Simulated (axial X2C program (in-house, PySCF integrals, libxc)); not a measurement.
## Worked dissociation energy of NaF⁺: CCSD, without spin–orbit coupling

Computed with an in-house relativistic program for diatomic molecules. Spin-free means the one-electron spin-free X2C Hamiltonian. Basis: Na dyall-cv3z [9s8p5d2f], F dyall-av3z [7s6p3d2f] (cores contracted in-house); Gaussian nuclei, density fitting, unrestricted open shells. Masses: Na 22.990 u, F 18.998 u.

Molecular state: M_S = 1/2, Λ = 1 (beyond evenly filled blocks: π+α, π+β, π-α).

Correlated methods: 15 electrons correlated (number of frozen shells: Na 1 s; F 1 s), 219 virtual spin orbitals or spinors in MP2, 90 natural virtuals in coupled cluster.

- E(Na+) (2M_S = 0, M_L = 0): -162.158282 hartree
- E(F) (2M_S = 1, M_L = 0): -99.726270 hartree
- E(NaF⁺) at Re: -261.890505 hartree
- ωe: 150.9 cm⁻¹
- ωexe: 5.62 cm⁻¹

Q: Work out De and D0.

A: De = -162.158282 + (-99.726270) − (-261.890505) = 0.00595 hartree = 0.162 eV. The zero-point energy is ωe/2 − ωexe/4 = 74 cm⁻¹ = 0.009 eV, so D0 = 0.153 eV.

One determinant describes the state; a PBE0 search over occupations chose it and may have missed a lower one. De is counted from the lowest determinant-based energies of the atoms at the same level, without counterpoise correction. CCSD ran in a truncated set of natural virtual spinors with an MP2 remainder; without triples it tends to underbind. Other states lie close and PBE0, whose exact exchange favours high spin, may order them wrongly; the determinant shown need not be the ground state. The nearest other spin-free determinant of the search, M_S = 1/2, Λ = 0, lies 0.08 eV up at the distance of the search.

The bond is weak, and without diffuse functions and with truncated virtuals even CCSD(T) can be tens of per cent off in De.

Each atomic determinant is the lowest at this level and need not be a pure term. Totals compare only within one Hamiltonian and basis.
